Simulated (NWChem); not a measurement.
## Correlation energy of CH2

```xyz
3

C      0.0000     0.0000     0.1799
H      0.8622     0.0000    -0.5398
H     -0.8622     0.0000    -0.5398
```
Charge 0, spin multiplicity 1.

The numbers come from NWChem runs, not from measurements. The geometry was optimised at B3LYP/def2-SVP, a minimum by its harmonic frequencies.

Basis set: 3-21G. Each correlation energy counts from its own Hartree-Fock reference.

The correlated methods keep 1 core orbital frozen. The structure started from a generated list of species. Coupled-cluster values serve here as a point of comparison, not as the truth.

Order these methods by the correlation energy they give, lowest first: CCSDT, MP2, SCS-MP2, CCSD.

CCSDT (-89.8 mHa), CCSD (-87.8 mHa), SCS-MP2 (-72.3 mHa), MP2 (-65.9 mHa)
